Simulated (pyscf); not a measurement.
Structures and frequencies: ωB97X-D3(BJ)/def2-SVP in PySCF.

### Question
Estimate by transition-state theory the rate constant of methylsilane (H₃C–SiH₃) + silyl (SiH₃•) -> H₃C–SiH₂• + silane (SiH₄) (doublet surface; H–Si broken, H–Si formed) at 600 K, with ωB97M-D3(BJ)/def2-TZVP energies (ideal gas, 1 atm, RRHO with modes under 100 cm⁻¹ raised to 100, one conformer, R ln 2 for chiral ones without a mode under 150 cm⁻¹; no tunnelling).

### Answer
The electronic barrier is 9.7 kcal/mol and the thermal terms add +13.0, so ΔG‡ = 22.7 kcal/mol. With k_BT/h = 1.25e+13 s⁻¹ and RT = 1.192 kcal/mol, and a volume of 8.18e-20 cm³ per molecule at 1 atm, k = 5.7e-15 cm³ molecule⁻¹ s⁻¹. Wigner's tunnelling factor for 1429i cm⁻¹ would be 1.49, likely too low at so high a frequency. A shift of 1 kcal/mol in the barrier changes k by a factor 2.3. One saddle was located; it need not be the lowest between these sides. The angle at the transferred H is 172°.
